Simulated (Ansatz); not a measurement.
A structure drawn as `OC=C(S)Cl`, with this starting geometry:

```xyz
8

O    -0.7999    1.0548   -1.3090
C    -0.5375    0.3808   -0.1768
C     0.5342   -0.4133    0.0787
S     0.7516   -1.1180    1.6727
Cl    1.7645   -0.6366   -1.0831
H    -0.0077    0.8472   -1.9718
H    -1.3444    0.6046    0.5328
H    -0.3608   -0.7196    2.2565
```

Total charge 0; spin multiplicity 1.

Task: Relax it with Ansatz at PBE-D4/def2-SVP and then PBE0-D4/def2-TZVP. Is the drawn bonding still there?

Result: Yes, every drawn bond is still there and no new one forms.

Task: Give the relaxed structure. (An estimate is asked.)

Result: Computed: 
Z-matrix (Å, degrees):
```
C
C 1 1.337
O 1 1.333 2 126.0
H 1 1.083 2 120.3 3 -179.6
Cl 2 1.745 1 117.6 3 -1.0
S 2 1.736 1 122.4 3 173.4
H 3 0.969 1 108.3 2 0.1
H 6 1.348 2 98.1 1 111.4
```
All modes are real.

Atoms count as bonded under 1.1 times the sum of their covalent radii (H–H under 0.85 Å, pairs among N, O and F under 1.55 Å), and a drawn bond as lost past 1.3 times.
